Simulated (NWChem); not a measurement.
Correlation energy of methane (CH4)

```
C
H 1 1.0981
H 1 1.0981 2 109.47
H 1 1.0981 2 109.47 3 120.00
H 1 1.0981 2 109.47 4 120.00
```
Charge 0, spin multiplicity 1.

The numbers come from NWChem runs, not from measurements. The geometry was optimised at PBE0/def2-SVP, a minimum by its harmonic frequencies.

Basis set: cc-pVTZ. Each correlation energy counts from its own Hartree-Fock reference.

The correlated methods keep 1 core orbital frozen. No row is a measurement; the coupled-cluster row has its own basis-set and correlation limits.

Problem. For the correlation energy, SCS-MP2 gives -206.8 mHa and CR-CCSD(T) gives -224.3 mHa. What do RI-MP2, CCSD+T(CCSD) give?

Solution. RI-MP2: -198.4 mHa; CCSD+T(CCSD): -225.3 mHa.
